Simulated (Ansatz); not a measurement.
hcp Sc, relaxed in Ansatz (plane waves) with several semilocal functionals. Each gives its own volume and its own bulk modulus:

```csv
level,V0 (Å³/atom),bulk modulus (GPa),ln V0,ln B0
LDA,22.535,61.60,3.1151,4.1207
PBE-D3(BJ),23.473,57.45,3.1559,4.0509
PBE,24.648,54.15,3.2047,3.9918
r²SCAN,24.918,54.94,3.2156,4.0062
BLYP,24.993,51.90,3.2186,3.9493
RPBE,25.613,50.55,3.2431,3.9230
```

### Question
Fit a straight line to ln B0 against ln V0. What does it predict for PBEsol, whose volume is 23.649 Å³/atom?

### Answer
With x = ln V0 and y = ln B0: means 3.19217 and 4.00698; Σ(Δx Δy) = -0.01637, Σ(Δx²) = 0.01125, so the slope is -1.46. At x = 3.1633 the line gives y = 4.00698 + (-1.46) × (3.1633 − 3.19217) = 4.0491, or 57.35 GPa. The run with PBEsol gives 57.22 GPa, -0.2 % from the line. The rows used scatter about it by up to 3.4 %, while the largest value lies 22 % above the smallest. For comparison, PBE's own equation of state has B′ = 3.4, the slope −d ln B/d ln V at a fixed functional; the two needn't agree, since functionals also differ at one volume.

Measured: 55.6 GPa (measured, zero-point energy and finite temperature contributions removed, our sources range from 44.5 to 55.6; as tabulated in doi:10.1021/acs.jctc.3c00612).

The crystal itself was run without spin with LDA, PBE-D3(BJ), PBEsol, PBE, r²SCAN, BLYP, RPBE; a magnetic state was not tried in these runs.

Ansatz's density-functional and Hartree–Fock values are scalar-relativistic unless marked +SOC, with PAW data made under PBE.

Ansatz is a program for electronic structure.
